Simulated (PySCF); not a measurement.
## Structure from 2D NMR

Compound of formula C₃H₅ClO. Correlations simulated from computed shifts and the bond graph:

HSQC (one-bond C–H):
```tsv
δH	δC
2.97	44.9
1.09	11.7
```

COSY cross peaks (H two or three bonds apart, from the bond graph; peaks can be absent where the dihedral angle is near 90°):
```tsv
δH	δH
2.97	1.09
```

HMBC (two and three bonds, from the bond graph):
```tsv
δH	δC
2.97	188.4, 11.7
1.09	188.4, 44.9
```

Carbons without hydrogens: δ 188.4.

Method: σ from GIAO-B97-2/pcSseg-2, structure optimised with PBE0-D3(BJ)/def2-TZVP, in PySCF (relativity neglected, a single conformation, rapidly exchanging positions averaged, in vacuum).

Scale: 1H and 13C against TMS (reference shieldings calculated alike).

Exchangeable hydrogens are left out of these lists.

Q: Work out the connectivity.

A: `CCC(=O)Cl`.

Numbering as in the mapped SMILES `[CH3:1][CH2:2][C:3](=[O:4])[Cl:5]`. Each H is labelled by its parent atom.

1. δC 188.4 is C3, a carbonyl carbon.
2. δC 44.9 is C2, an sp3 CH2 α to a carbonyl (δH 2.97).
3. δC 11.7 is C1, a methyl carbon (δH 1.09).
4. HMBC from δH 2.97 reaches the proton-free carbon C3.
5. HMBC from δH 1.09 reaches the proton-free carbon C3.
6. COSY links 2.97–1.09.

Carbons that carry Cl, above all several Cl atoms, come out too deshielded, partly because spin–orbit coupling is missing. Shifts are as computed. Against solution values, carbons near 30 ppm lie about +3 ppm off and those near 130 ppm about +7 ppm; carbons on Cl a further +5 ppm. Of 1211 compounds with measured shifts, 218 miss one by over three times the rms of a fit or turn the order of signals round; such compounds aren't used in these exercises.
